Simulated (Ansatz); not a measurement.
# AlClH3N: the cost of one run

Program: Ansatz 0.2.0. Level of theory: RKS PBE/def2-SVP. These are calculated values, not measurements.

1 further run of the same task is left out (it didn't finish).

## (1) The starting structure

Bond lengths: Al1–H2 1.760 Å, Al1–N3 2.120 Å, N3–H4 1.060 Å, N3–H5 1.060 Å, Al1–Cl6 2.230 Å. Angles: H2–Al1–N3 43.0°, H2–Al1–Cl6 156.4°, N3–Al1–Cl6 160.6°, Al1–N3–H4 112.9°, Al1–N3–H5 111.7°, H4–N3–H5 120.0°.

Structure file:

```xyz
6

Al    0.0000    0.0000    0.0000
H     1.0441    0.0000    1.4169
N     2.0840    0.0000    0.3891
H     2.5506   -0.9179    0.1373
H     2.5353    0.9179    0.1109
Cl   -1.9312    0.0000   -1.1150
```

## (2) A restrained relaxation towards end A

Springs on the bonds that form and break draw the guess towards this end; the thresholds are loose.

Input file input.yaml:

```yaml
crystal:
  periodic: [false, false, false]
  atoms:
    - { symbol: Al, position_ang: [0.0, 0.0, 0.0] }
    - { symbol: H, position_ang: [1.0441, 0.0, 1.4169] }
    - { symbol: "N", position_ang: [2.084, 0.0, 0.3891] }
    - { symbol: H, position_ang: [2.5506, -0.9179, 0.1373] }
    - { symbol: H, position_ang: [2.5353, 0.9179, 0.1109] }
    - { symbol: Cl, position_ang: [-1.9312, 0.0, -1.115] }
basis:
  gaussian: { orbitals: def2-SVP }
hamiltonian:
  xc: pbe
relax:
  f_tol: 0.15
  max_steps: 25
  restrain:
    - { distance: [1, 2], at: 2.26, k: 30.0 }
    - { distance: [0, 1], at: 1.56, k: 30.0 }
    - { distance: [0, 2], at: 1.92, k: 30.0 }
output:
  orbitals: {}
```

On the command line:

```
ansatz run input.yaml --threads 1 --pin off --max-ram 2048MiB --backend cpu --events-out ev --progress --plain --runs-dir out
```

Q: Estimate wall time and peak memory on 1 thread of AMD EPYC 7R43 (Zen 3), shared host.

About 46 s, with a peak of 0.14 GiB.
